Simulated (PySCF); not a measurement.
**Sulfur: a sound run and one with changed settings**

Sound run: S [Ne] 3s2 3p4, S+ [Ne] 3s2 3p3. Calculation: PySCF 2.14, in def2-TZVP; the non-relativistic Hamiltonian (point nucleus). The sound run starts from symmetry-adapted Hartree-Fock orbitals and uses a fine grid where one is needed.

A second run was set up differently.

| species | method | sound run (hartree) | changed run (hartree) | converged |
| --- | --- | --- | --- | --- |
| S | UHF | -397.50196 | -397.50196 | yes |
| S | PBE | -397.93833 | -397.93825 | yes |
| S | B3LYP | -398.13237 | -398.13214 | yes |
| S+ | UHF | -397.16268 | -397.16268 | yes |
| S+ | PBE | -397.55541 | -397.55541 | yes |
| S+ | B3LYP | -397.74484 | -397.74484 | yes |

Ionisation energy of S:

| method | sound run (eV) | changed run (eV) |
| --- | --- | --- |
| UHF | 9.232 | 9.232 |
| PBE | 10.420 | 10.418 |
| B3LYP | 10.545 | 10.539 |

Task: What was changed?
A. angular grid far too coarse
B. all electrons correlated in a valence basis
C. minimal basis
D. a valence shell is frozen

Result: A. It used 26 angular points. A coarse angular grid integrates products of high-l functions wrongly, so density functionals can shift, and the SCF can exploit the error; Hartree-Fock and MP2 need no grid.
